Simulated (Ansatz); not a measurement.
**Question.** Predict a relaxed structure of SiFH3 (SiH₃F), charge 0, singlet, at PBE0-D4/def2-TZVP (Ansatz).

**Answer.** 
Cartesian coordinates in Å:
```
Si -0.0236 0.0327 -0.0004
F 0.9125 -1.2646 0.0168
H 0.3363 0.8514 -1.1819
H 0.2094 0.7923 1.2503
H -1.4346 -0.4119 -0.0848
```
Point group C3v (tolerance 0.1 Å). This is one stationary point.
